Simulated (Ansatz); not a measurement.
Relaxation of AlH8NSi (11 atoms, charge 0, multiplicity 1), to a largest force component of 0.03 eV/Å in at most 50 steps.

The calculation used Ansatz 0.2.0, RKS B3LYP-D4/def2-SVP.

```xyz
11
Properties=species:S:1:pos:R:3:forces:R:3
Al 0.034 -0.347 0.208 0.08 -0.29 1.70
N 0.052 -0.550 2.061 0.01 -0.34 -1.37
H -0.766 -0.729 2.640 0.10 0.01 -0.09
H 0.878 -0.439 2.646 -0.08 -0.05 -0.09
H 1.427 -0.109 -0.501 -0.01 0.02 -0.01
H -1.344 -0.488 -0.551 -0.01 0.01 0.02
Si -0.389 3.034 1.109 -0.07 0.63 0.00
H -1.757 3.333 0.600 0.00 -0.01 0.00
H -0.199 3.651 2.454 -0.01 0.04 -0.04
H 0.622 3.573 0.156 0.01 -0.02 -0.01
H -0.219 1.579 1.298 -0.01 -0.01 -0.12
```

Q: Where does it end, and by what steps?

A: It converged. The force dipped under the threshold on the way, but the program's further checks kept it going. After 23 steps the energy has fallen by 0.328 eV; H4 moved furthest, 1.06 Å.

```
step  energy less start (eV)  largest force component (eV/Å)  accepted
   0                  0.0000                           1.700       yes
   1                 -0.1601                           0.895       yes
   2                 -0.2307                           0.573       yes
   3                 -0.2621                           0.283       yes
   4                 -0.2875                           0.168       yes
   5                 -0.2980                           0.048       yes
   6                 -0.2964                           0.289        no
   7                 -0.3033                           0.030       yes
   8                 -0.3041                           0.048       yes
   9                 -0.3064                           0.020       yes
  10                 -0.3053                           0.221        no
  11                 -0.3087                           0.050       yes
  12                 -0.3102                           0.101       yes
  13                 -0.3100                           0.184        no
  14                 -0.3126                           0.036       yes
  15                 -0.3146                           0.025       yes
  16                 -0.3167                           0.059       yes
  17                 -0.3172                           0.127       yes
  18                 -0.3198                           0.068       yes
  19                 -0.3225                           0.090       yes
  20                 -0.3248                           0.189       yes
  21                 -0.3270                           0.092       yes
  22                 -0.3222                           0.413        no
  23                 -0.3279                           0.011       yes
```

```xyz
11
Properties=species:S:1:pos:R:3
Al 0.200 -0.130 0.579
N 0.034 -1.205 1.986
H -0.839 -1.596 2.327
H 0.798 -1.497 2.589
H 1.656 0.329 0.161
H -1.098 0.192 -0.270
Si -0.489 3.297 0.938
H -1.971 3.356 0.824
H 0.013 4.423 1.774
H 0.144 3.325 -0.407
H -0.112 2.015 1.617
```

Whether the end is a true minimum wasn't checked by a vibrational analysis.

Time of the run: 25 s on 2 threads of Intel(R) Xeon(R) Platinum 8559C (Emerald Rapids), with other jobs on the host, peak memory 0.19 GiB.
